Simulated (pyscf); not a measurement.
Elementary routes open to H₃C–SnH₃ + water (H₂O) in the gas phase (singlet surface):
A. H₃C–SnH₂–OH + hydrogen (H₂) (H–Sn, H–O broken; O–Sn, H–H formed)
B. methane (CH₄) + HO–SnH₃ (C–Sn, H–O broken; C–H, O–Sn formed)

Structures and frequencies: ωB97X-D3(BJ)/def2-SVP in PySCF.

Question: Rank the routes by free-energy barrier at 1200 K, lowest first, for ωB97M-D3(BJ)/def2-TZVP energies (ideal gas, 1 atm, RRHO with modes under 100 cm⁻¹ raised to 100, one conformer, R ln 2 for chiral ones without a mode under 150 cm⁻¹).

Answer: A (295.7 kJ/mol), B (316.8 kJ/mol)

Route A is the fastest of these, ahead of the next by 21.1 kJ/mol. The most stable products are those of B (ΔG = -37.2 kJ/mol), whose barrier is 21.1 kJ/mol higher: the kinetic and the thermodynamic product differ. At 298 K A is still the fastest. Only these routes are compared; each barrier is that of the saddle found, and lower ones may exist. Elements past Kr carry the def2 core potentials, without spin-orbit coupling.
